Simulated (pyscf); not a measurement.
H₃C–B(CH₃)–CH₃ + hydrogen fluoride (HF) → methane (CH₄) + H₃C–B(CH₃)–F (four-centre exchange; singlet surface; B–C, F–H broken, C–H, B–F formed). Optimised with ωB97X-D3(BJ)/def2-SVP in PySCF. Energies in kcal/mol from the separated reactants.

```csv
level,barrier,reaction energy
PBE/def2-TZVP,(withheld),(withheld)
r²SCAN/def2-TZVP,12.6,-40.2
B3LYP-D3(BJ)/def2-TZVP,17.9,-39.8
PBE0-D3(BJ)/def2-TZVP,14.4,-37.6
ωB97M-D3(BJ)/def2-TZVP,16.6,-38.8
HF/def2-TZVP,(withheld),-43.0
```

Problem. What belongs in the gaps?

Solution. 
- PBE/def2-TZVP, barrier: 11.5
- PBE/def2-TZVP, reaction energy: -39.0
- HF/def2-TZVP, barrier: 37.7

The functionals in the table span 6.4 kcal/mol in this barrier, from PBE to B3LYP-D3(BJ). This is the saddle that the search found; another between the same sides may lie lower.
